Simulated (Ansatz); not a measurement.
Results of LDA in Ansatz (plane waves, PAW) for hcp Mg.

Run with plane-wave cutoff 520 eV, 16×16×10 k mesh (along the axes of the cell as run), Fermi–Dirac smearing 0.1 eV, perturbation theory, force constants from a 4×4×2 q mesh, scalar-relativistic PAW data made under PBE.

Question: Estimate the zero-point energy that the calculation returns.

Answer: 
* **zero-point energy**: 0.032 eV/atom

Cost on a shared machine: roughly 7 core-minutes.

Ansatz is a program for electronic structure.
